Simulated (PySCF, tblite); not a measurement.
**ammonia and methanol**

A gas-phase complex of ammonia and methanol; neutral, singlet. The structure comes from a short search (6 tight-binding starts) and was relaxed by PBE0-D3(BJ)/def2-SVPD; another way of binding may lie lower. No frequency run checks that it is a minimum.

Parts: 1 = ammonia (N), atoms 1–4; 2 = methanol (CO), atoms 5–10.

Coordinates in Å:
```
N1      0.507    0.447   -0.109
H2      1.349   -0.083    0.099
H3     -0.289   -0.158    0.077
H4      0.512    0.644   -1.106
C5      0.325    2.747    2.618
O6      0.389    2.969    1.242
H7     -0.574    2.175    2.916
H8      0.280    3.723    3.123
H9      1.213    2.211    3.005
H10     0.427    2.108    0.782
```

Contacts between parts, classed by geometry: H10···N1 1.886 Å (hydrogen bond, 180°).

Interaction energies are complex less parts, with the parts frozen as they stand in it; counterpoise-corrected, in kcal/mol (PySCF).

(1) Give the interaction energy at each level run.

(2) What holds them together? Decompose the wB97M-D3(BJ)/def2-TZVPD energy: frozen parts, their antisymmetrised product, then relaxation.

The parts were also relaxed and run alone, at the levels used for the complex: shieldings by PBE0/pcSseg-2.

(3) What does binding change?

## Answers

(1) 
```json
{"level": "wB97M-D3(BJ)/def2-TZVPD", "interaction": "-6.95", "superposition error removed": "-0.26"}
{"level": "PBE0-D3(BJ)/def2-TZVPD", "interaction": "-7.72", "superposition error removed": "-0.22"}
```

(2) electrostatic -13.8, Pauli repulsion +13.8, orbital relaxation -6.2, dispersion correction -1.1 kcal/mol, which sum to the value before the counterpoise correction; the Pauli term holds the exchange-correlation of the frozen density too. Of the attraction, 65 % is electrostatic, 30 % is orbital relaxation, 5 % is dispersion correction.

(3) 
| property | alone | in the complex | change |
| --- | --- | --- | --- |
| O6–H10 bond (Å) | 0.960 | 0.977 | +0.018 |
| shielding of H10 (ppm) | 31.77 | 25.88 | -5.90 |
| shielding of N1 (ppm) | 262.5 | 254.1 | -8.4 |
| shielding of O6 (ppm) | 328.4 | 324.7 | -3.6 |
